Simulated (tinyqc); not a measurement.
Inside a calculation (part 2 of 2). Method: UHF in the sto-3g basis, for BH, spin multiplicity 1. Computed by tinyqc, a small Python program that keeps every step (integrals from PySCF). Command: `OMP_NUM_THREADS=1 python tinyqc.py 30919 30920 out.jsonl` (the two numbers bound the seeds that draw the settings). One thread of a shared host (Intel(R) Xeon(R) Processor @ 2.60GHz), about 0.1 s of CPU time with the checks.

Geometry (angstrom):
```
atom       x       y       z
B     0.0000  0.0000  0.0000
H     0.0000  0.0000  1.5270
```

## Convergence

Stop when the energy changes by less than 1e-10 hartree and every element of the error matrix X^T (F D S - S D F) X (for each spin) is below 3e-06.

Course of the cycle:
```
iteration  E (hartree)     change  largest element of the error matrix
1           -24.074360          -                             2.57e-01
2           -24.709614  -6.35e-01                             3.95e-02
3           -24.718928  -9.31e-03                             1.08e-02
4           -24.720087  -1.16e-03                             7.20e-03
5           -24.720540  -4.53e-04                             6.65e-03
6           -24.720904  -3.63e-04                             6.25e-03
7           -24.721240  -3.36e-04                             5.91e-03
8           -24.721550  -3.10e-04                             5.58e-03
9           -24.721830  -2.80e-04                             5.22e-03
10          -24.722078  -2.48e-04                             4.84e-03
11          -24.722292  -2.14e-04                             4.45e-03
12          -24.722472  -1.80e-04                             4.05e-03
13          -24.722621  -1.49e-04                             3.65e-03
14          -24.722742  -1.21e-04                             3.26e-03
...                ...        ...                                  ...
44          -24.723141  -7.54e-09                             2.44e-05
45          -24.723141  -5.31e-09                             2.05e-05
46          -24.723141  -3.74e-09                             1.72e-05
47          -24.723141  -2.64e-09                             1.45e-05
48          -24.723141  -1.86e-09                             1.21e-05
49          -24.723141  -1.31e-09                             1.02e-05
50          -24.723141  -9.23e-10                             8.55e-06
51          -24.723141  -6.50e-10                             7.17e-06
52          -24.723141  -4.58e-10                             6.02e-06
53          -24.723141  -3.23e-10                             5.05e-06
54          -24.723141  -2.27e-10                             4.24e-06
55          -24.723141  -1.60e-10                             3.56e-06
56          -24.723141  -1.13e-10                             2.99e-06
57          -24.723141  -7.94e-11                             2.51e-06
```

PySCF UHF in the same basis, after a stability check = -24.723141 hartree

Converged in 57 iterations.

## Populations, bond orders and dipole

D(alpha) after iteration 57, order 1B 1s, 1B 2s, 1B 2px, 1B 2py, 1B 2pz, 2H 1s:
```
[[1.0638, -0.2386, 0.0132, 0.0783, 0.0556, -0.0322],
 [-0.2386, 0.9036, -0.0475, -0.2821, -0.2209, 0.0360],
 [0.0132, -0.0475, 0.0033, 0.0196, 0.0264, 0.0170],
 [0.0783, -0.2821, 0.0196, 0.1164, 0.1568, 0.1008],
 [0.0556, -0.2209, 0.0264, 0.1568, 0.3267, 0.3395],
 [-0.0322, 0.0360, 0.0170, 0.1008, 0.3395, 0.4467]]
```

D(beta) after iteration 57, order 1B 1s, 1B 2s, 1B 2px, 1B 2py, 1B 2pz, 2H 1s:
```
[[1.0638, -0.2386, -0.0132, -0.0783, 0.0556, -0.0322],
 [-0.2386, 0.9036, 0.0475, 0.2821, -0.2209, 0.0360],
 [-0.0132, 0.0475, 0.0033, 0.0196, -0.0264, -0.0170],
 [-0.0783, 0.2821, 0.0196, 0.1164, -0.1568, -0.1008],
 [0.0556, -0.2209, -0.0264, -0.1568, 0.3267, 0.3395],
 [-0.0322, 0.0360, -0.0170, -0.1008, 0.3395, 0.4467]]
```

overlap S, order 1B 1s, 1B 2s, 1B 2px, 1B 2py, 1B 2pz, 2H 1s:
```
[[1.0000, 0.2693, 0.0000, 0.0000, 0.0000, 0.0313],
 [0.2693, 1.0000, 0.0000, 0.0000, 0.0000, 0.3184],
 [0.0000, 0.0000, 1.0000, 0.0000, 0.0000, 0.0000],
 [0.0000, 0.0000, 0.0000, 1.0000, 0.0000, 0.0000],
 [0.0000, 0.0000, 0.0000, 0.0000, 1.0000, 0.3640],
 [0.0313, 0.3184, 0.0000, 0.0000, 0.3640, 1.0000]]
```

Mulliken: Z minus the diagonal of D S on the atom; Loewdin: the same with S^(1/2) D S^(1/2); Mayer order: 2 sum_s sum (D(s) S)_ij (D(s) S)_ji over the two atoms.

Charges (e):
```
atom  Mulliken  Loewdin  Mulliken spin
1B      0.1615   0.1516              0
2H     -0.1615  -0.1516              0
```

Mayer bond orders:
```
pair   order
2-1   0.9739
```

dipole moment about the origin, x y z (debye): [0.0000, 0.0000, -0.0703]

<S^2> of the determinant (pure state: 0) = 0.4213
